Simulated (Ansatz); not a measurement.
C$_{3}$H$_{5}$N (`C=C=NC`) at its PBE0-D4/def2-TZVP geometry, where that method's forces vanish. Total charge 0; spin multiplicity 1.

```xyz
9

C    -0.5485   -1.2143   -1.4659
C     0.1464   -0.4634   -0.6507
N     0.8561    0.2113    0.0614
C     0.3788    0.9757    1.1938
H    -0.6934   -2.2643   -1.2511
H    -0.9783   -0.7928   -2.3645
H     0.9065    0.6415    2.0889
H    -0.6999    0.8805    1.3498
H     0.6322    2.0259    1.0383
```

**Question.** What forces (eV/Å) does PBE-D4/def2-TZVPP give on these atoms in Ansatz 0.2.0? (An estimate is asked.)

**Answer.** Ansatz gave: 
```
C1  -0.150 -0.184 -0.204
C2  -0.233 -0.220 -0.228
N3   0.602  0.359  0.319
C4   0.007  0.047  0.059
H5  -0.052 -0.235  0.017
H6  -0.108  0.061 -0.207
H7   0.111 -0.047  0.203
H8  -0.233 -0.011  0.046
H9   0.056  0.229 -0.005
```
